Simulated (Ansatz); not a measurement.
Basis-set series for `[NH][SiH2]Cl` radical. Charge 0, multiplicity 2. The geometry is a stationary point of PBE0-D4/def2-TZVP. It is one conformer, not always the lowest.

```xyz
6

N    -0.757    1.135   -0.194
Si    0.252   -0.255    0.076
Cl    2.049    0.355    0.831
H    -1.673    0.884   -0.574
H    -0.379   -1.161    1.068
H     0.509   -0.958   -1.207
```

```
functional       basis  functions  energy (Eh)  HOMO (eV)  LUMO (eV)
   PBE0-D4    def2-SVP         65   -805.62074      -8.18      -3.50
   PBE0-D4  def2-QZVPP        287   -805.98398      -8.48      -3.81
   ωB97M-V    def2-SVP         65   -805.88583     -10.50      -1.33
   ωB97M-V  def2-QZVPP        287   -806.24914     -10.83      -1.76
```

(1) Give the rows for def2-TZVPP. (Best estimate.)

Answers

(1) The calculation gave: 
```tsv
functional	basis	functions	energy (Eh)	HOMO (eV)	LUMO (eV)
PBE0-D4	def2-TZVPP	157	-805.95678	-8.43	-3.75
ωB97M-V	def2-TZVPP	157	-806.22351	-10.79	-1.68
```

HOMO and LUMO are taken over both spins.

All numbers were calculated with Ansatz.
